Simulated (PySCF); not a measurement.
# N2H3 (hydrazinyl radical): UB3LYP/STO-3G

What is the vertical ionisation energy of N2H3 (hydrazinyl radical) at UB3LYP/STO-3G? Input form: a Python script.

The results are computed with PySCF 2.14.0.

6 further runs of the same task are left out: 6 set aside as unsound or not needed.

**1. The molecule**

The species is N2H3 (5 atoms), meant as a doublet with charge 0. SMILES: `[NH]N`. The shape is that of a GFN2-xTB optimisation. This is one conformer, not always the lowest.

Bond lengths: N1–N2 1.335 Å, N1–H3 1.020 Å, N2–H4 1.011 Å, N2–H5 1.017 Å. Angles: N1–N2–H4 112.8°, N1–N2–H5 121.7°, N2–N1–H3 109.8°, H4–N2–H5 116.1°.

**2. The energy at UB3LYP/STO-3G**

job.py

```python
from pyscf import gto, dft

system = gto.M(
    atom='''
N       -0.174970      -0.805480       0.447260
N       -0.126270       0.251970      -0.365880
H        0.751750      -0.989150       0.831090
H       -1.043070       0.577800      -0.638700
H        0.592550       0.964850      -0.273770
''',
    verbose=3,
    max_memory=1860,
    basis='sto-3g',
    spin=1,
    charge=0,
)

mf = dft.UKS(system, xc='b3lyp')
mf.conv_tol = 1e-10
mf.grids.level = 5
mf.kernel()
if not mf.converged:
    mf = mf.newton().run(mf.mo_coeff, mf.mo_occ)

e_tot = mf.e_tot
print(f'total energy: {e_tot:.8f} hartree')
```

Command:

```bash
$ OMP_NUM_THREADS=1 python job.py
```

Standard output:

```text
WARN: HOMO -0.0957342502165016 >= LUMO -0.0957342502165017

converged SCF energy = -109.737058226975  <S^2> = 0.75128906  2S+1 = 2.0012886
total energy: -109.73705823 hartree
```

Run time: 3 s. Hardware: 1 thread of Arm Neoverse V2, shared host; peak memory 0.18 GiB.

**3. The singlet cation at the same level**

geometry.xyz

```xyz
5

N     -0.174970    -0.805480     0.447260
N     -0.126270     0.251970    -0.365880
H      0.751750    -0.989150     0.831090
H     -1.043070     0.577800    -0.638700
H      0.592550     0.964850    -0.273770
```

calc.py

```python
from pyscf import gto, dft

molecule = gto.M(
    atom='geometry.xyz',
    max_memory=1860,
    verbose=3,
    basis='sto-3g',
    charge=1,
)

mf = dft.RKS(molecule, xc='b3lyp')
mf.conv_tol = 1e-10
mf.grids.level = 5
mf.kernel()
if not mf.converged:
    mf = mf.newton().run(mf.mo_coeff, mf.mo_occ)

e_tot = mf.e_tot
print(f'total energy: {e_tot:.8f} hartree')
```

Command:

```bash
$ OMP_NUM_THREADS=1 python calc.py
```

Standard output:

```text
converged SCF energy = -109.499813941297
total energy: -109.49981394 hartree
```

Wall time 1.9 s (1 thread of Arm Neoverse V2, shared host); peak memory 0.17 GiB.

**4. Summary of results**

Level: UB3LYP/STO-3G.

| quantity | value |
| --- | --- |
| doublet N2H3: total energy | -109.73706 Eh |
| doublet N2H3: dipole moment | 2.38 D |
| doublet N2H3: HOMO energy (highest over α and β) | -2.06 eV |
| doublet N2H3: LUMO energy (lowest over α and β) | 2.84 eV |
| doublet N2H3: ⟨S²⟩ | 0.751 |
| singlet cation: total energy | -109.49981 Eh |
| singlet cation: HOMO energy | -16.08 eV |
| singlet cation: LUMO energy | -10.74 eV |
| singlet cation: HOMO–LUMO gap | 5.33 eV |
| vertical ionisation energy (to the singlet cation) | 6.456 eV |

What this shows: Removing an electron at fixed nuclei costs 6.46 eV (149 kcal/mol). Only the singlet of the ionised species was computed; a triplet could lie lower. In a minimal basis such a difference can be off by several eV, whatever the method.
